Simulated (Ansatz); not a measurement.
Nudged elastic band run: C$_{2}$H$_{5}$Mg, charge -1

Input file:

```yaml
crystal:
  periodic: [false, false, false]
  atoms:
    - { symbol: C, position_ang: [-1.44636, 1.296065, -1.249141] }
    - { symbol: Mg, position_ang: [-0.042707, 0.129179, -0.421952] }
    - { symbol: C, position_ang: [1.060917, -0.990377, 1.082478] }
    - { symbol: H, position_ang: [-2.191513, 0.875243, -1.958363] }
    - { symbol: H, position_ang: [-1.195133, 2.318416, -1.60585] }
    - { symbol: H, position_ang: [1.391277, -0.351815, 1.927935] }
    - { symbol: H, position_ang: [1.973668, -1.478664, 0.688509] }
    - { symbol: H, position_ang: [0.449842, -1.798047, 1.536383] }
total_charge: -1
basis:
  gaussian: { orbitals: def2-SVP }
hamiltonian:
  xc: b3lyp
  dispersion: d4
neb:
  order_check: false
  images: 5
  f_tol: 0.03
  max_iterations: 60
  final_atoms:
    - { symbol: C, position_ang: [-1.20671771, 1.2262013, -1.54816553] }
    - { symbol: Mg, position_ang: [-0.3677927, 0.22217481, -0.03003357] }
    - { symbol: C, position_ang: [1.0403621, -0.98747849, 1.10678836] }
    - { symbol: H, position_ang: [-2.14624317, 0.86608829, -2.02075078] }
    - { symbol: H, position_ang: [-1.25296319, 2.33691449, -1.53468977] }
    - { symbol: H, position_ang: [1.52034326, -0.4065292, 1.92140041] }
    - { symbol: H, position_ang: [1.86641046, -1.41103905, 0.50017175] }
    - { symbol: H, position_ang: [0.54659195, -1.84633216, 1.60527813] }
  initial_path:
    images:
      - { positions_ang: [[-1.44636, 1.296065, -1.249141], [-0.042707, 0.129179, -0.421952], [1.060917, -0.990377, 1.082478], [-2.191513, 0.875243, -1.958363], [-1.195133, 2.318416, -1.60585], [1.391277, -0.351815, 1.927935], [1.973668, -1.478664, 0.688509], [0.449842, -1.798047, 1.536383]] }
      - { positions_ang: [[-1.4489559, 1.3120424, -1.30501207], [-0.01858353, 0.11325425, -0.54434359], [1.04949904, -0.97629144, 1.06214438], [-2.20902641, 0.78617255, -1.89831285], [-1.12634085, 2.3316517, -1.46807321], [1.36092505, -0.316565, 1.89688027], [1.9699156, -1.48675521, 0.72932778], [0.42255799, -1.76350926, 1.52738829]] }
      - { positions_ang: [[-1.45155179, 1.3280198, -1.36088315], [0.00553995, 0.09732951, -0.66673518], [1.03808108, -0.96220588, 1.04181077], [-2.22653982, 0.6971021, -1.8382627], [-1.0575487, 2.3448874, -1.33029643], [1.33057309, -0.281315, 1.86582554], [1.9661632, -1.49484642, 0.77014656], [0.39527399, -1.72897151, 1.51839358]] }
      - { positions_ang: [[-1.45414769, 1.3439972, -1.41675422], [0.02966342, 0.08140476, -0.78912677], [1.02666313, -0.94812032, 1.02147715], [-2.24405324, 0.60803165, -1.77821255], [-0.98875655, 2.3581231, -1.19251964], [1.30022114, -0.24606499, 1.83477081], [1.9624108, -1.50293762, 0.81096535], [0.36798998, -1.69443377, 1.50939887]] }
      - { positions_ang: [[-1.37167103, 1.3047319, -1.46055799], [-0.10282195, 0.12832811, -0.5360957], [1.03122945, -0.96123971, 1.04991422], [-2.21144988, 0.69405053, -1.85905862], [-1.07682543, 2.35105356, -1.30657635], [1.37359518, -0.29955306, 1.86364735], [1.93041069, -1.47230477, 0.70736748], [0.42752397, -1.74506657, 1.54135862]] }
      - { positions_ang: [[-1.28919437, 1.2654666, -1.50436176], [-0.23530732, 0.17525146, -0.28306463], [1.03579577, -0.9743591, 1.07835129], [-2.17884652, 0.78006941, -1.9399047], [-1.16489431, 2.34398403, -1.42063306], [1.44696922, -0.35304113, 1.89252388], [1.89841057, -1.44167191, 0.60376962], [0.48705796, -1.79569936, 1.57331837]] }
      - { positions_ang: [[-1.20671771, 1.2262013, -1.54816553], [-0.3677927, 0.22217481, -0.03003357], [1.0403621, -0.98747849, 1.10678836], [-2.14624317, 0.86608829, -2.02075078], [-1.25296319, 2.33691449, -1.53468977], [1.52034326, -0.4065292, 1.92140041], [1.86641046, -1.41103905, 0.50017175], [0.54659195, -1.84633216, 1.60527813]] }
```

Launched with:

```bash
$ ansatz run input.yaml --threads 1 --pin off --max-ram 2048MiB --backend cpu --events-out ev --progress --plain --runs-dir out
```

Output, in part (warnings, iteration lines, the closing report on the highest movable image, with atoms numbered from 0):

```
NEB end point (image 0): max|allowed force component| = 5.403e-3 eV/Å (the criterion of neb.relax_end_points is 1.000e-2)
NEB end point (image 6): max|allowed force component| = 7.074e-3 eV/Å (the criterion of neb.relax_end_points is 1.000e-2)
NEB iter   1: max|band force component| = 2.280e0 eV/Å  barrier→ = 1.2190 eV  barrier← = 1.2175 eV  Δτ_max = 0.2000 Å  (181 SCF iters)
NEB iter   2: max|band force component| = 1.274e0 eV/Å  barrier→ = 0.3406 eV  barrier← = 0.3392 eV  Δτ_max = 0.2000 Å  (150 SCF iters)
NEB iter   3: max|band force component| = 6.989e-1 eV/Å  barrier→ = 0.0840 eV  barrier← = 0.0825 eV  Δτ_max = 0.1983 Å  (148 SCF iters)
NEB iter   4: max|band force component| = 7.443e-1 eV/Å  barrier→ = 0.0282 eV  barrier← = 0.0267 eV  Δτ_max = 0.2000 Å  (147 SCF iters)
NEB iter   5: max|band force component| = 5.093e-1 eV/Å  barrier→ = 0.0287 eV  barrier← = 0.0273 eV  Δτ_max = 0.1356 Å  (153 SCF iters)
NEB iter   6: max|band force component| = 2.441e-1 eV/Å  barrier→ = 0.0291 eV  barrier← = 0.0277 eV  CI = image 4  Δτ_max = 0.1957 Å  (147 SCF iters)
NEB iter   7: max|band force component| = 2.319e-1 eV/Å  barrier→ = 0.0319 eV  barrier← = 0.0305 eV  CI = image 4  Δτ_max = 0.0918 Å  (145 SCF iters)
NEB iter   8: max|band force component| = 6.292e-2 eV/Å  barrier→ = 0.0207 eV  barrier← = 0.0192 eV  CI = image 4  Δτ_max = 0.0648 Å  (147 SCF iters)
NEB iter   9: max|band force component| = 9.473e-2 eV/Å  barrier→ = 0.0211 eV  barrier← = 0.0196 eV  CI = image 4  Δτ_max = 0.0325 Å  (144 SCF iters)
NEB iter  10: max|band force component| = 7.127e-2 eV/Å  barrier→ = 0.0218 eV  barrier← = 0.0203 eV  CI = image 4  Δτ_max = 0.0117 Å  (147 SCF iters)
NEB iter  11: max|band force component| = 3.748e-2 eV/Å  barrier→ = 0.0216 eV  barrier← = 0.0201 eV  CI = image 4  Δτ_max = 0.0199 Å  (136 SCF iters)
NEB iter  12: max|band force component| = 1.464e-2 eV/Å  barrier→ = 0.0215 eV  barrier← = 0.0201 eV  CI = image 4  Δτ_max = 0.0000 Å  (267 SCF iters)
Total energy: -7595.30217290 eV, -279.1222065732 hartree
Atom 0 at    -1.335633     1.264248    -1.413305 Å, force    -0.004111    -0.010250     0.003034 eV/Å
Atom 1 at    -0.195366     0.180336    -0.219647 Å, force    -0.003434     0.014594     0.001009 eV/Å
Atom 2 at     1.056795    -0.998701     1.104120 Å, force     0.002117    -0.004438    -0.004175 eV/Å
Atom 3 at    -2.122520     0.860075    -2.080228 Å, force     0.004493     0.009043    -0.000851 eV/Å
Atom 4 at    -1.302019     2.367000    -1.512104 Å, force     0.001538    -0.008475    -0.001211 eV/Å
Atom 5 at     1.510556    -0.376804     1.902878 Å, force    -0.003060    -0.001328    -0.001046 eV/Å
Atom 6 at     1.898980    -1.502278     0.590278 Å, force     0.000396     0.000022     0.000193 eV/Å
Atom 7 at     0.489197    -1.793877     1.628008 Å, force     0.002061     0.000833     0.003047 eV/Å
Dipole moment:     0.508490    -0.485755     0.531009 e Å
```

It converged. A vibrational analysis at the climbing image gives one clearly imaginary mode, 142i cm⁻¹: a first-order saddle point. Limits of this set-up: an anion without diffuse functions, the dipole of an ion depends on the origin.

Final band (atoms are numbered from 1 in the order of the input):

| image | path coordinate (Å) | energy (eV) | height of C1 over the plane of its neighbours (Å) |
| --- | --- | --- | --- |
| 0 | 0.00 | 0.000 | -0.26 |
| 1 | 0.15 | 0.000 | -0.26 |
| 2 | 0.29 | 0.002 | -0.24 |
| 3 | 0.44 | 0.013 | -0.14 |
| 4 | 0.59 | 0.022 | 0.01 |
| 5 | 0.79 | 0.008 | 0.19 |
| 6 | 0.99 | 0.001 | 0.26 |

Run time: 2.2 min on 1 thread of Arm Neoverse V2 (shared host), peak memory 0.13 GiB.
